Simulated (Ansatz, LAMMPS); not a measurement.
# C axis length of hcp Sc: levels of theory against measurement

Reference value: 5.268 Å (measured, 293 K, not corrected to a static lattice; as tabulated in Wikipedia's data pages).

| level (code) | value (Å) | difference (%) |
|---|---|---|
| Lennard-Jones uff-vdw (LAMMPS) | 5.229 | -0.74 |
| LDA (Ansatz) | 4.988 | -5.32 |
| PBE (Ansatz) | 5.165 | -1.96 |
| PBE-D4 (Ansatz) | 5.126 | -2.70 |
| B3LYP (VWN-RPA form) (Ansatz) | 5.158 | -2.09 |

Leaving aside Lennard-Jones uff-vdw (doubt noted below): Once the reference is moved by up to 0.70 % (a margin picked here for doubts on the reference and the settings, and for temperature and zero-point motion) and values within 0.17 % count as equal, the nearest can be PBE (-1.96 %) or B3LYP (VWN-RPA form) (-2.09 %). Among them LDA (-5.32 %) misses by most. All 4 levels lie below the reference. A very large miss is first of all the level's own, though another phase or state, or a fault of the measured value, is possible (LDA).

The reference isn't brought to a static lattice, while the calculations are for one, so the differences are not the levels' errors alone. The crystal itself was run without spin with LDA, PBE, PBE-D4, B3LYP (VWN-RPA form); a magnetic state was not tried in these runs. Lennard-Jones uff-vdw: this is a force field's van der Waals term alone, without bonds or charges. Cutoffs and k meshes differ between the levels. Ansatz's density-functional and Hartree–Fock values are scalar-relativistic unless marked +SOC, with PAW data made under PBE.

Differences are worked out from the printed values.

Ansatz is a program for electronic structure.
